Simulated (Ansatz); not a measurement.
Mulliken charges of `C=C=C(O)F` from PBE/def2-TZVPP in Ansatz (PBE0-D4/def2-TZVP geometry).

```csv
atom,x (Å),y (Å),z (Å),charge (e)
C1,-0.539,1.433,-0.290,-0.164
C2,0.099,0.325,-0.047,-0.189
C3,0.714,-0.798,0.195,0.258
O4,0.188,-2.027,0.322,-0.211
F5,2.027,-0.871,0.358,-0.135
H6,-0.921,2.062,0.511,0.115
H7,-0.711,1.785,-1.306,0.115
H8,-0.765,-1.967,0.201,0.210
```

**Question.** By hand: the dipole of these point charges (1 e Å = 4.8032 D).

**Answer.** Σ q r = (-0.408, 0.072, -0.059) e Å, of length 0.418 e Å = 2.01 D.

**Question.** How does the dipole of the full density compare? (Estimate.)

**Answer.** Ansatz gave: (-0.488, 0.102, -0.072) e Å, 2.42 D; the point charges give 0.83 times that, at 2° from its direction.

Point charges leave out the atoms' own dipoles, such as those of lone pairs, and Mulliken's split depends on the basis, so the two needn't agree.
